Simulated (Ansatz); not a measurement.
# BH₃S (triplet): the correlation ladder at distance B1–H4 along a hydrogen transfer = 1.110 Å, cc-pVDZ

How much of the correlation energy of BH₃S (triplet) does each wave-function method recover here?

Program: Ansatz 0.2.0, Gaussian basis. Level of theory: cc-pVDZ, core rule «outside noble gas», up to 6 orbitals frozen. These are calculated values, not measurements.

Plan: UHF; CCSD(T) on ROHF; CCSD(T) on UHF; BCCD(T) on ROHF; CISD; CCSDT(Q) on ROHF; CCSDT(Q) on UHF; CASSCF and MRCISD+Q, 4 electrons in 4 orbitals; CASSCF and NEVPT2, 4 electrons in 4 orbitals; CASSCF and NEVPT2, 12 electrons in 11 orbitals.

12 further runs of the same task are left out: 7 for a known fault of the program, 5 that didn't finish.

**1. What is computed**

The geometry derives from fragments relaxed apart (PBE0/def2-TZVP) and kept rigid, so it is no stationary point. A hydrogen atom is moved between rigid fragments.

5 atoms, charge 0, spin multiplicity 3.

Atoms are counted from 1 here; the program's logs count them from 0.

Bond lengths: B1–H2 1.193 Å, B1–H3 1.193 Å, B1–H4 1.110 Å. Angles: H2–B1–H3 120.0°, H2–B1–H4 120.0°, H3–B1–H4 120.0°.

**2. UHF**

Input file in.yaml:

```yaml
crystal:
  periodic: [false, false, false]
  atoms:
    - {symbol: B, position_ang: [-2.077161, 0.000000, 0.000000]}
    - {symbol: H, position_ang: [-2.673894, 1.033571, 0.000000]}
    - {symbol: H, position_ang: [-2.673894, -1.033571, 0.000000]}
    - {symbol: H, position_ang: [-0.967161, 0.000000, 0.000000]}
    - {symbol: S, position_ang: [0.898839, 0.000000, 0.000000]}
basis:
  gaussian: {orbitals: cc-pVDZ}
magnetization: {spin_polarized: true, initial_magnetization: 2}
hamiltonian: {xc: hf}
output: {orbitals: {seedname: orbitals}}
```

Run with:

```sh
ansatz run in.yaml --threads 1 --pin off --events-out ev --progress --plain --max-ram 2393MiB
```

Further steps of the session: CCSD(T) on ROHF; CCSD(T) on UHF; BCCD(T) on ROHF; CISD; CCSDT(Q) on ROHF; CCSDT(Q) on UHF; CASSCF and MRCISD+Q, 4 electrons in 4 orbitals; CASSCF and NEVPT2, 4 electrons in 4 orbitals; CASSCF and NEVPT2, 12 electrons in 11 orbitals.

**Question.** What will the summary of the whole plan be? Wanted: UCCSDT(Q) below the RHF energy; RMP2 from UCCSDT(Q); UMP2 from UCCSDT(Q); RCCSD from UCCSDT(Q); RCCSD(T) from UCCSDT(Q); UCCSD(T) from UCCSDT(Q); RCCSDT(Q) from UCCSDT(Q); NEVPT2 pair from UCCSDT(Q); MRCISD+Q pair from UCCSDT(Q).

The runs gave:

| quantity | value |
| --- | --- |
| UCCSDT(Q) below the RHF energy | -6.3997 eV |
| RMP2 from UCCSDT(Q) | +119.8 kJ/mol |
| UMP2 from UCCSDT(Q) | +121.8 kJ/mol |
| RCCSD from UCCSDT(Q) | +12.1 kJ/mol |
| RCCSD(T) from UCCSDT(Q) | +2.6 kJ/mol |
| UCCSD(T) from UCCSDT(Q) | +2.5 kJ/mol |
| RCCSDT(Q) from UCCSDT(Q) | 0.0 kJ/mol |
| NEVPT2 pair from UCCSDT(Q) | +119.5 kJ/mol |
| MRCISD+Q pair from UCCSDT(Q) | +0.7 kJ/mol |
| NEVPT2 valence from UCCSDT(Q) | +131.2 kJ/mol |
| levels within 1 kcal/mol (43 meV) | RCCSD(T), UCCSD(T), BCCD(T), RCCSDT, UCCSDT, RCCSDT(Q), MRCISD+Q pair |
| T1 diagnostic | 0.015 |
| effectively unpaired electrons | 2.01 |

RCCSD(T) misses by +2.6 kJ/mol, 0.4 % of the correlation energy. One determinant dominates. Of the multireference levels listed MRCISD+Q pair comes nearest in total energy (+0.7 kJ/mol), which doesn't show that its space is the better one. These misses are within one basis, not against nature; the frozen cores of restricted and unrestricted runs differ, which can shift their rows.
